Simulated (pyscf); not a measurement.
Elementary routes open to S=Ge: (SMILES [S]=[Ge]) [singlet] + H₂ (SMILES [H][H]) in the gas phase (singlet surface):
A. HS–GeH: (SMILES [SH][GeH]) [singlet] (H–H broken; Ge–H, H–S formed)
B. S=GeH₂ (SMILES [S]=[GeH2]) (H–H broken; Ge–H, Ge–H formed)

Optimised with ωB97X-D3(BJ)/def2-SVP in PySCF.

Task: Rank the routes by free-energy barrier at 900 K, lowest first, for ωB97M-D3(BJ)/def2-TZVP energies (ideal gas, 1 atm, RRHO with modes under 100 cm⁻¹ raised to 100, one conformer, R ln 2 for chiral ones without a mode under 150 cm⁻¹).

Result: A (57.8 kcal/mol), B (93.1 kcal/mol)

Route A is the fastest of these, ahead of the next by 35.3 kcal/mol. The most stable products are those of A (ΔG = +21.4 kcal/mol), so kinetics and thermodynamics agree. At 298 K A is still the fastest. A: On the product side the descent ends in a point that may be a rotor saddle (no frequency run), 2.0 kcal/mol over the lowest minimum found and 36.6 kcal/mol under the saddle at ωB97X-D3(BJ)/def2-TZVP. Only these routes are compared; each barrier is that of the saddle found, and lower ones may exist. Elements up to Kr have no core potential and no relativistic terms here.
